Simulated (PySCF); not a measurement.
Compound: phosphabenzene, C5H5P.
Structure used (PBE0-D3(BJ)/def2-SVP), in Å, numbered top down from 1:
```
atom  x, y, z in Å
C1    -0.0365    1.1968   -0.0365
C2    -1.2374    0.4863   -0.0035
C3    -1.2993   -0.9021    0.0641
P4     0.0700   -1.9708    0.1187
C5     1.3642   -0.8125    0.0654
C6     1.2093    0.5686   -0.0031
H7    -0.0731    2.2877   -0.0902
H8    -2.1741    1.0525   -0.0326
H9    -2.2887   -1.3718    0.0853
H10    2.3831   -1.2144    0.0873
H11    2.1059    1.1964   -0.0323
```

Jobs on this species (11 atoms, 50 electrons) with PySCF (density fitting). Hardware of each: one thread, Arm Neoverse V2 (aarch64), no GPU, on a shared host. The host was shared with other jobs, so the times are rough. Peak memory is the resident size of the whole Python process, interpreter and libraries included.

```json
{"level and settings": "WP04/pcSseg-2", "work": "shieldings, ring-centre shieldings", "basis functions": "293", "SCF cycles": "?", "wall time": "?", "peak memory": "?"}
{"level and settings": "PBE0-D3(BJ)/def2-SVP, grid level 1", "work": "geometry optimisation from a GFN2-xTB start", "basis functions": "113", "SCF cycles": "?", "wall time": "?", "peak memory": "?"}
{"level and settings": "BHandHLYP/pcSseg-2", "work": "shieldings, ring-centre shieldings", "basis functions": "293", "SCF cycles": "?", "wall time": "?", "peak memory": "?"}
{"level and settings": "CAM-B3LYP/pcSseg-2", "work": "shieldings, ring-centre shieldings", "basis functions": "293", "SCF cycles": "12", "wall time": "43 s", "peak memory": "1.4 GiB"}
{"level and settings": "wB97X-D/pcSseg-2", "work": "shieldings, ring-centre shieldings", "basis functions": "293", "SCF cycles": "14", "wall time": "40 s", "peak memory": "1.5 GiB"}
{"level and settings": "LC-wPBE/pcSseg-2", "work": "shieldings, ring-centre shieldings", "basis functions": "293", "SCF cycles": "14", "wall time": "52 s", "peak memory": "1.2 GiB"}
{"level and settings": "B97-2/pcSseg-2", "work": "shieldings, ring-centre shieldings", "basis functions": "293", "SCF cycles": "14", "wall time": "32 s", "peak memory": "1.4 GiB"}
```

Question: Fill in the missing figures.

Answer: 
- WP04/pcSseg-2; shieldings, ring-centre shieldings: 33 s, 1.2 GiB, 16 SCF cycles
- PBE0-D3(BJ)/def2-SVP, grid level 1; geometry optimisation from a GFN2-xTB start: 18 s, 0.47 GiB, 28 SCF cycles
- BHandHLYP/pcSseg-2; shieldings, ring-centre shieldings: 32 s, 1.4 GiB, 12 SCF cycles

Question: What do all jobs in the table cost together?

Answer: About 4.2 min; the longest takes about 21 % of that, and about 2.9 times as long as the shortest.
